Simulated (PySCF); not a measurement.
**Basis-set dependence of excited states**

1-chloro-1-propene(Z), C3H5Cl.
SMILES: `C(/Cl)=C/C`

TDDFT with PBE0 (PySCF), vertical singlets, core orbitals frozen in the response, spherical d and f functions. Isolated species at its PBE0-D3(BJ)/def2-SVP geometry, gas phase.

```json
{"basis": "6-31G*", "functions": "70", "diffuse": "no", "S1 (eV)": "6.91", "S2 (eV)": "7.13", "S3 (eV)": "7.54", "S4 (eV)": "8.45", "S5 (eV)": "8.54", "LUMO (eV)": "0.46", "α (au)": "40.9"}
{"basis": "def2-SVP", "functions": "85", "diffuse": "no", "S1 (eV)": "7.00", "S2 (eV)": "7.27", "S3 (eV)": "7.31", "S4 (eV)": "7.83", "S5 (eV)": "8.59", "LUMO (eV)": "0.28", "α (au)": "41.6"}
{"basis": "6-31+G*", "functions": "86", "diffuse": "yes", "S1 (eV)": "6.32", "S2 (eV)": "6.59", "S3 (eV)": "6.85", "S4 (eV)": "7.25", "S5 (eV)": "7.31", "LUMO (eV)": "0.10", "α (au)": "47.1"}
{"basis": "def2-SVPD", "functions": "127", "diffuse": "yes", "S1 (eV)": "6.57", "S2 (eV)": "6.80", "S3 (eV)": "6.88", "S4 (eV)": "7.28", "S5 (eV)": "7.57", "LUMO (eV)": "0.00", "α (au)": "52.8"}
{"basis": "aug-cc-pVDZ", "functions": "141", "diffuse": "yes", "S1 (eV)": "6.05", "S2 (eV)": "6.42", "S3 (eV)": "6.72", "S4 (eV)": "6.87", "S5 (eV)": "6.91", "LUMO (eV)": "-0.06", "α (au)": "53.4"}
{"basis": "def2-TZVP", "functions": "160", "diffuse": "no", "S1 (eV)": "6.76", "S2 (eV)": "6.78", "S3 (eV)": "7.23", "S4 (eV)": "7.34", "S5 (eV)": "8.01", "LUMO (eV)": "0.06", "α (au)": "49.2"}
{"basis": "def2-TZVPD", "functions": "202", "diffuse": "yes", "S1 (eV)": "6.29", "S2 (eV)": "6.48", "S3 (eV)": "6.70", "S4 (eV)": "7.13", "S5 (eV)": "7.21", "LUMO (eV)": "-0.01", "α (au)": "54.0"}
```

How much do these states and the polarisability depend on the basis?

States are compared by their number. Against the largest diffuse basis here (def2-TZVPD, itself not a converged limit), sets without diffuse functions differ by up to 0.71 eV in S1 and 1.38 eV in S5; the smaller diffuse sets differ by up to 0.29 and 0.36 eV. State by state, the largest deviation of a set without diffuse functions is S1 0.71, S2 0.79, S3 0.83, S4 1.33, S5 1.38 eV. The same number needn't mean the same state in each row. Against def2-TZVPD the polarisability deviates by -24% in 6-31G*, -23% in def2-SVP, -13% in 6-31+G*, -2% in def2-SVPD, -1% in aug-cc-pVDZ, -9% in def2-TZVP. A single + in a Pople set puts diffuse functions on heavy atoms only.
